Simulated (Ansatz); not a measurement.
hcp Ru, treated with revPBE (plane waves, PAW; Ansatz, a program for electronic structure).

Settings: plane-wave cutoff 520 eV, 24×24×14 k mesh (along the axes of the cell as run), Fermi–Dirac smearing 0.05 eV, no spin polarisation, scalar-relativistic PAW data made under PBE.

Shape and atoms are relaxed at each volume.

Pressure at four volumes; x = ln(V/13.908 Å³). One pressure is withheld.

```tsv
V (Å³/atom)	x	P (GPa)
13.351	-0.0409	?
13.629	-0.0203	6.36
13.908	0.0000	0.00
14.464	0.0392	-10.66
```

Task: Pass a parabola P(x) through the three rows shown, estimate the bulk modulus and its pressure derivative near zero pressure, and predict the withheld pressure.

Result: Slopes between the rows: (0.00 − (6.36))/(0.0000 − (-0.0203)) = -313.30 and (-10.66 − (0.00))/(0.0392 − (0.0000)) = -271.94 GPa. Their difference over the span 0.0595 is c = 41.36/0.0595 = 695.1 GPa, so P(x) = 6.36 + (-313.30)(x − (-0.0203)) + 695.1 (x − (-0.0203))(x − (0.0000)). At the middle row B = −dP/dx = −[-313.30 + 695.1 × 0.0203] = 299.2 GPa, and B′ = dB/dP = 2c/B = 4.6. At x = -0.0409 the parabola gives 13.40 GPa; the run gives 13.50 GPa. The Birch–Murnaghan fit to the energies at all volumes has B0 = 299 GPa and B′ = 4.9.

Measured, for comparison: bulk modulus 318 GPa (zero-point energy and finite temperature contributions removed, our sources range from 318 to 336; as tabulated in doi:10.1021/acs.jctc.3c00612). Computed (rounded) less measured: bulk modulus -6 % (-6 % to -11 % over the range).

Note: the bulk modulus comes from volumes at which shape and atoms were relaxed.
